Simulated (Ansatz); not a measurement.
BOH3⁻, that is BH2(OH) with one electron more. Charge -1, multiplicity 2. Geometry r2SCAN-D4/def2-TZVP, that of the neutral singlet; atoms count from 1.

```xyz
5

B     0.011    0.295   -0.304
H    -0.251    0.432   -1.462
H     0.463    1.181    0.371
O    -0.226   -0.925    0.230
H     0.002   -0.983    1.165
```

The highest occupied level of the charge -1 doublet lies above zero (up to 1.85 eV). By energy differences it is unbound by 0.83 eV (vertical, to the charge 0 singlet, at PBE0-D4/def2-TZVPD) and held by the finite basis.

**Question.** Estimate the Mulliken populations from the PBE0/def2-TZVPD orbitals of Ansatz.

**Answer.** 
```
atom  charge (e)  spin (α − β)
  B1       -1.42          1.43
  H2       -0.07          0.08
  H3       -0.09          0.14
  O4        0.38         -0.80
  H5        0.20          0.14
```
Mulliken values and Mayer orders depend strongly on the basis. With diffuse functions, as here, like atoms can get unlike values, and bond orders can come out too low or too high.

**Question.** Where does the spin sit?

**Answer.** Summed by element: B 1.43, H 0.36, O -0.80, of 1 unpaired in all. Largest on single atoms: B1 1.43, O4 -0.80, H3 0.14.
